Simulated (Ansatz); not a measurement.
Input for Ansatz (development build ahead of 0.2.0):

```yaml
crystal:
  periodic: [false, false, false]
  atoms:
    - { symbol: O, position_ang: [0.0, 0.0, -1.2947] }
    - { symbol: C, position_ang: [0.0, 0.0, 0.0] }
    - { symbol: O, position_ang: [0.0, 0.0, 1.2947] }
basis:
  gaussian: { orbitals: def2-SVP }
total_charge: 1
magnetization:
  initial_magnetization: 1
hamiltonian:
  xc: hf
correlation:
  method: mp2
  frozen_orbitals: { C: 1, O: 1 }
scf:
  omitted_lower_state_checks: [stability, starts, atomic_configurations, cluster_reference, orbital_swaps, given_window_search, neighbouring_geometries, increment]
```

The input is written out in the form of the current development build from the run's settings. Correlation on restricted open-shell orbitals is semicanonical, with singles.

Output:

- Converged: yes
- Reference energy: -186.90670 hartree
- Correlation energy: -0.53604 hartree
- Total energy: -187.44274 hartree
- Spin squared of the determinant: 0.750
- Occupied orbitals by symmetry in an Abelian subgroup (alpha; beta): 4 Ag 3 B1u 1 B2g 1 B2u 1 B3g 1 B3u; 4 Ag 3 B1u 1 B2g 1 B2u 1 B3u

Messages of the program:
```
mean field -5085.99039491 eV, -186.9066996047 hartree, gradient 1.4e-6 eV, S^2 0.750000; 0 other ends of a descent, 0 dependent functions left out
```

The reference isn't the lowest determinant (another lies 0.48 eV lower), but the same method gives a higher total on the lower determinant. Caution: an unrestricted determinant lies well below; MP2 on this radical cation hangs on the determinant chosen.
